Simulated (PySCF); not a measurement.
```xyz
4

C      0.0000     0.0000     0.0000
H      1.0608    -0.1941     0.0035
H     -0.6985    -0.8216    -0.0014
H     -0.3623     1.0157    -0.0021
```

Charge 0, multiplicity 2.

Q: Give the Mulliken and meta-Löwdin atomic charges from CAM-B3LYP-D3(BJ)/def2-TZVP run with PySCF.

A: 
```
atom  Mulliken (e)  meta-Löwdin (e)
----  ------------  ---------------
C1           -0.40            -0.39
H2            0.13             0.13
H3            0.13             0.13
H4            0.13             0.13
```
